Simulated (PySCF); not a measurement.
Bonds broken one at a time in the series In F-NH2. Gas-phase values, no solvent. One relaxed conformer stands for each flexible species; it need not be the lowest. Strings in code marks are SMILES.

The dipole moment from two functionals at the same geometries (PBE0-D3(BJ)/def2-TZVP), both in PySCF: PBE-D3(BJ)/def2-TZVP and ωB97X-D3(BJ)/def2-TZVP. 

| species | PBE-D3(BJ)/def2-TZVP (D) |
|---|---|
| whole molecule (`[F][In]([F])[F]`) | 0.00 |
| radical fragment (`[F][In][F]`) | 2.90 |
| radical fragment (`[NH2]`) | 1.91 |

Q: What does ωB97X-D3(BJ)/def2-TZVP give for each?

A: 
- whole molecule (`[F][In]([F])[F]`): 0.00
- radical fragment (`[F][In][F]`): 3.28
- radical fragment (`[NH2]`): 1.97
Over these rows, drawn at random from the members with no instability flagged (it was tested for open shells, ions and some series alone), PBE minus ωB97X-D3(BJ): mean -0.15 D, from -0.38 D to 0.00 D.
